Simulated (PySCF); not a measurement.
A barrier at the coupled-cluster level

Start structure (CH₅Al, closed shell), relaxed at PBE0-D4/def2-TZVP:

```
7
angstrom
Al 0.1572 0.7468 0.7324
C -0.1077 -0.6238 -0.6296
H 1.5020 1.5925 0.8083
H -0.9876 1.0322 1.7993
H 0.7239 -0.7012 -1.3332
H -0.2454 -1.6057 -0.1629
H -1.0209 -0.4308 -1.2029
```

The step: CH₅Al ([CH3][AlH2]) → AlH + CH₄; bonds formed: C2–H3; bonds broken: Al1–C2, Al1–H3. PySCF 2.14 with density fitting (its default auxiliary sets; JK sets also for MP2 and CCSD(T)); basis: def2-TZVPP and def2-QZVPP; cores frozen in the correlated methods. Extrapolation: Hartree–Fock as exp(−7.88 √X), correlation as X^−2.97. Energies below are by CCSD(T) at an estimated basis limit (MP2 extrapolated from triple and quadruple zeta, plus CCSD(T) − MP2 in triple zeta).

Task: What are the electronic barrier and the energy of the step, from the start structure to the end structure? (An estimate is asked for; the value comes from the calculation.)

Result: The calculation gives: Barrier 309.4 kJ/mol; step energy 99.7 kJ/mol (uphill); reverse barrier, their difference, 209.7 kJ/mol. Barrier and step energy count from the start structure, the reverse barrier from the end structure.

The saddle point: One imaginary mode of 1307i cm⁻¹.
```json
{"pair": "C2–H3", "start (Å)": "3.09", "saddle (Å)": "1.72", "end (Å)": "1.09"}
{"pair": "Al1–C2", "start (Å)": "1.95", "saddle (Å)": "2.25", "end (Å)": "3.41"}
{"pair": "Al1–H3", "start (Å)": "1.59", "saddle (Å)": "1.58", "end (Å)": "2.88"}
```

Zero-point energy (harmonic, PBE0-D4): ZPE is 125.4 kJ/mol at the start and 119.7 kJ/mol at the saddle, so the barrier goes from 309.4 to 303.7 kJ/mol.

The T1 diagnostic stays at or below 0.017. The restricted Hartree–Fock reference is unstable towards an unrestricted one at one or more of these structures. A large double-excitation amplitude points to some diradical character; no triplet was computed. The end structure is not quite a true minimum (one mode of 27i cm⁻¹).

Labels in which every atom is bracketed show which atoms are joined, not bond orders.

For scale, one of the runs: CCSD(T)/def2-TZVPP, 143 basis functions, launched by `OMP_NUM_THREADS=4 python run.py`. Hardware: 4 CPU threads of an INTEL XEON PLATINUM 8581C, shared host. Wall time 26 s; peak host memory 0.61 GiB.
